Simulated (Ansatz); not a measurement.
# CO2: the cost of one run

Computed with Ansatz 0.2.0 through its Python package. The levels of theory stand in the script.

## (1) The structure

Bond lengths: O1–C2 1.144 Å, C2–O3 1.144 Å. Angles: O1–C2–O3 180.0°.

The script holds or builds the structure itself.

## (2) The script

File run_basis.py:

```python
# -*- coding: utf-8 -*-
import ansatz as az


def main():
    geometry_ang = [
        ("O", [0.36737, -1.07949, 0.08721]),
        ("C", [0.00017, 9e-05, 0.0001]),
        ("O", [-0.36754, 1.0794, -0.0873]),
    ]
    mol = az.Crystal.molecule()
    for symbol, xyz in geometry_ang:
        mol = mol.atom(symbol, xyz)

    calculation = mol.calculation().correlation("MP2")

    energies = {}
    for basis in ["cc-pVDZ", "cc-pVTZ", "cc-pVQZ"]:
        rep = calculation.basis(gaussian=basis).run().report
        size = rep["n_frozen"] + rep["n_occupied"][0] + rep["n_virtual"][0]
        energies[basis] = (rep["reference_energy_ev"] / 27.211386246, rep["free_energy_ev"] / 27.211386246)
        print(f"{basis:14s} {size:4d} orbitals  reference {energies[basis][0]:14.6f} Ha  total {energies[basis][1]:14.6f} Ha")

    small, large = (energies[b][1] - energies[b][0] for b in ("cc-pVTZ", "cc-pVQZ"))
    limit = (4 ** 3 * large - 3 ** 3 * small) / (4 ** 3 - 3 ** 3)
    print(f"correlation energy: {small:.6f} and {large:.6f} Ha, extrapolated {limit:.6f} Ha")
    print(f"share caught by the larger set: {100 * large / limit:.1f} %")


if __name__ == "__main__":
    main()
```

## (3) The calls as engine input

The engine receives this input (first run):

```yaml
crystal:
  periodic: [false, false, false]
  atoms:
    - { symbol: O, position_ang: [0.36737, -1.07949, 0.08721] }
    - { symbol: C, position_ang: [0.00017, 9.0e-05, 0.0001] }
    - { symbol: O, position_ang: [-0.36754, 1.0794, -0.0873] }
basis:
  gaussian:
    orbitals: cc-pVDZ
correlation:
  method: mp2
```

## (4) Launch

Command:

```bash
> python run_basis.py
```

What time and memory should one allow on 1 thread of Arm Neoverse V2, shared host?

About 3.2 s, with a peak of 0.32 GiB.
